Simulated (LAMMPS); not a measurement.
bcc W

Method: the machine-learned potential SNAP WBe_Wood_PRB2019.snap (LAMMPS).

Cell: relaxed at this level.

For bcc W, the equilibrium lattice constant a is 3.180 Å and the equilibrium volume per atom is 16.08 Å³/atom. The vacancy formation energy comes out as 2.54 eV.

Measured, for comparison: lattice constant a 3.16 Å, equilibrium volume per atom 15.78 Å³/atom (static lattice: zero-point anharmonic expansion removed; as tabulated in Mejia-Rodriguez and Trickey (2018), arXiv:1807.09216); vacancy formation energy 3.6 ± 0.2 eV (not corrected to a static lattice, monovacancy, our sources range from 3.60 to 4.60; as tabulated in J. N. Mundy, S. T. Ockers, L. C. Smedskjaer, Vacancy migration enthalpy in …). Computed (rounded) less measured: lattice constant a +0.6 %, equilibrium volume per atom +1.9 %, vacancy formation energy not scored (sources differ).

A machine-learned potential is trained on density-functional data: it inherits that level's misses and adds fitting errors of its own.

Note: the potential file covers more elements than this solid holds.
